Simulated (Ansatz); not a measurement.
```yaml
crystal:
  periodic: [false, false, false]
  atoms:
    - {symbol: Ru, position_ang: [0.004303, 0.293541, -0.233248]}
    - {symbol: N, position_ang: [-0.023364, 1.815833, 0.343598]}
    - {symbol: Cl, position_ang: [-0.003038, -1.554227, 0.529198]}
basis:
  gaussian: {orbitals: def2-TZVP}
hamiltonian: {xc: pbe0}
relax: {f_tol: 0.004, max_steps: 80}
```

```sh
$ ansatz run in.yaml --threads 1 --pin off --events-out ev --progress --plain --max-ram 2176MiB
```

Steps of the relaxation (energy above the last step; positions in Å, forces in eV/Å):

```
3
step 1, 911.8 meV
Ru    0.004    0.294   -0.233   -0.033    9.629   -1.434
N    -0.023    1.816    0.344    0.062   -3.745   -1.186
Cl   -0.003   -1.554    0.529   -0.029   -5.884    2.620
```

```
3
step 2, 91.2 meV
Ru    0.006    0.417   -0.317   -0.063    1.859    1.734
N    -0.024    1.847    0.360    0.056   -2.467   -1.350
Cl   -0.004   -1.709    0.596    0.006    0.608   -0.384
```

```
3
step 3, 10.9 meV
Ru    0.004    0.417   -0.259   -0.019    0.489    0.552
N    -0.023    1.858    0.324    0.017   -0.782   -0.389
Cl   -0.003   -1.720    0.575    0.002    0.292   -0.163
```

```
3
step 7, 0.0 meV
Ru    0.003    0.414   -0.223    0.000    0.000    0.000
N    -0.023    1.865    0.302    0.000    0.000    0.000
Cl   -0.003   -1.724    0.560    0.000    0.000    0.000
```

Close pairs at the end: Ru1–N2 1.543 Å, Ru1–Cl3 2.277 Å.

A stationary point of restricted PBE0 after 7 steps (its stability towards spin polarisation wasn't tested); no frequencies were run, so it isn't proven a minimum. 44 s on 1 thread of Arm Neoverse N1, shared host.
